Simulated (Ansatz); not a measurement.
I need an active-space calculation of B2H4, SMILES BB. Use Ansatz 0.2.0 through its Python package. Settings (for the species named): Hartree-Fock, 6-31G* basis, multiplicity 1.

Contents of `b2h4.xyz`:
```text
6

B    -0.20870   -0.83620   -0.07440
B     0.23820    0.77610    0.07850
H    -0.62060   -1.40770    0.85050
H    -0.20840   -1.28270   -1.15860
H     0.57460    1.38970   -0.88890
H     0.26710    1.29680    1.14680
```

Script `cas_b2h4.py`:
```python
"""Active-space calculation on B2H4."""

import warnings

import ansatz as az

BASIS = "6-31G*"


def main() -> None:
    warnings.simplefilter("ignore", az.DeckWarning)

    b2h4 = az.Crystal.molecule_from_extxyz("b2h4.xyz")

    model = b2h4.calculation()
    model = model.basis(gaussian=BASIS)
    model = model.correlation(active_electrons=6, active_orbitals=6)
    for method in [None, "sc_nevpt2"]:
        summary = (model if method is None else model.correlation(method)).run(threads=1, pin="off").report
        space = summary["configurations"]
        state = space["states"][0]
        print(method or "casscf", f"total {summary['free_energy_ev'] / 27.211386246:.6f} Ha, active-space state {state['energy']['hartree']:.6f} Ha, mean field {summary['reference_energy_ev'] / 27.211386246:.6f} Ha")
        print("  determinants", state["n_determinants"], " natural occupations", [round(n, 3) for n in space["natural_occupations"]])
    print("effectively unpaired electrons, sum of min(n, 2 - n):", round(sum(min(n, 2 - n) for n in space["natural_occupations"]), 3))


if __name__ == "__main__":
    main()
```

```console
$ python cas_b2h4.py
casscf total -51.653903 Ha, active-space state -51.653903 Ha, mean field -51.612707 Ha
  determinants 400  natural occupations [1.988, 1.983, 1.982, 0.018, 0.016, 0.013]
sc_nevpt2 total -51.753179 Ha, active-space state -51.653768 Ha, mean field -51.612707 Ha
  determinants 400  natural occupations [1.986, 1.985, 1.982, 0.018, 0.016, 0.013]
effectively unpaired electrons, sum of min(n, 2 - n): 0.094
```

Caveats:
- Total energies depend on the basis set; only differences at equal settings carry meaning.
- The geometry is a force-field or estimated start, not a minimum of this method, and the basis set is short of its limit. The active space starts as a window about the frontier orbitals and is then optimised, not chosen by chemistry.
- Hardware and time: 4 s on 1 thread of Arm Neoverse V1 (shared host), peak memory 0.14 GiB.
